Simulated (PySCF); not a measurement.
Ionisation energy of S by level of theory

S [Ne] 3s2 3p4 (3P) → S+ [Ne] 3s2 3p3 (4S), as a difference of total energies. Computed with PySCF 2.14 in aug-cc-pV(Q+d)Z with one added diffuse shell each of s, p, d, f, g type (8s7p6d4f3g, 114 functions), with the non-relativistic Hamiltonian (point nucleus). Correlated levels: valence: [Ne] frozen. The calculations carry no spin-orbit coupling.

| method | ionisation energy (eV) |
| --- | --- |
| UHF | 9.239 |
| LDA | 10.566 |
| PBE | 10.431 |
| r2SCAN | 10.378 |
| M06 | 10.344 |
| B2PLYP | 10.354 |
| MP2 (valence) | 10.102 |
| SCS-MP2 (valence) | 10.203 |

Q: Estimate what wB97M-V gives.

A: 10.413 eV, closest to PBE among the rows shown.

Q: Estimate what PBE0 gives.

A: 10.406 eV, closest to PBE among the rows shown.

Errors of the correlated levels include the incompleteness of this basis and the frozen core.

For comparison: 10.336 eV (measured; NIST levels, between the centres of gravity of the two terms).
